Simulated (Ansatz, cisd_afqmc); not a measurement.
System: H2O, charge 0, triplet.
HTBH set geometry:
```
O
H 1 1.1893
H 2 0.9116 1 180.00
```
Charge 0, spin multiplicity 3.

Total energies in aug-cc-pVTZ, 8 correlated electrons, 1 frozen orbitals. Open shells are spin-unrestricted; no spin-orbit coupling. Cores are frozen in correlated methods. No relativity. AFQMC is phaseless with a CISD trial state; ± is one standard error, without the phaseless bias. Outlying blocks are dropped, and bars are widened where a walk drifts. Over all cases where full CI ran beside it in this data, AFQMC minus full CI had a median of +0.1 mEh and passed +0.4 mEh in a tenth of the cases. The UHF reference of H2O (saddle point or complex, triplet) is spin-contaminated (<S^2> up to 0.06 over the pure value in the sets run).

```
method         program        energy (Eh)  minus CCSDT(Q) (mEh)
----------  ----------  -----------------  --------------------
HF              Ansatz          -75.89400                236.52
MP2             Ansatz          -76.09896                 31.56
CCSD            Ansatz          -76.12302                  7.50
CCSD(T)         Ansatz          -76.12958                  0.94
CCSDT(Q)        Ansatz          -76.13052                  0.00
AFQMC/CISD  cisd_afqmc  -76.1301 ± 0.0002             0.4 ± 0.2
```

Rough core times of Ansatz's runs on a shared machine: CCSD(T) under 20 s, CCSDT(Q) 7 min.

Ansatz is a program for electronic structure.
